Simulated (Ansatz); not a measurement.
Species: C$_{2}$H$_{2}$Cl (charge 0, doublet). It need not be the lowest isomer of its formula. SMILES: [CH]=CCl
Geometry: optimised at B3LYP-D3(BJ)/def2-TZVP (Ansatz, a program for electronic structure).

Quantity: atomisation energy (electronic, to ground-state atoms), in kJ/mol. Correlated levels leave the core frozen unless marked. UHF or UKS for open shells. Spin-orbit coupling is left out. Non-relativistic. The coupled-cluster limit lacks core correlation, which all-electron functionals hold. CBS(X,Y): correlation extrapolated as X^-3; Hartree-Fock from the larger set. [CCSD(T)-MP2]/basis is that difference in the basis named.

```
level                                                                 program  atomisation energy (kJ/mol)
-------------------------------------------------------------  --------------  ---------------------------
HF/STO-3G                                                              Ansatz                       1481.0
HF/aug-cc-pV(D+d)Z                                                     Ansatz                       1253.9
HF/cc-pV(D+d)Z                                                         Ansatz                       1251.4
PBE-D4/def2-TZVPD                                              Ansatz + dftd4                       1859.6
BLYP/def2-TZVPD                                                        Ansatz                       1774.1
revPBE-D3(BJ)/def2-TZVPD                                       Ansatz + dftd3                       1803.5
revPBE/def2-TZVPD                                                      Ansatz                       1782.7
PBE0/6-31G*                                                            Ansatz                       1791.1
MP2/cc-pV(T+d)Z                                                        Ansatz                       1731.6
RI-MP2/CBS(cc-pV(T+d)Z,cc-pV(Q+d)Z)+[CCSD(T)-MP2]/cc-pV(T+d)Z          Ansatz                       1765.5
```

The UHF reference is spin-contaminated (<S^2> 0.20 over the pure value in the largest basis).
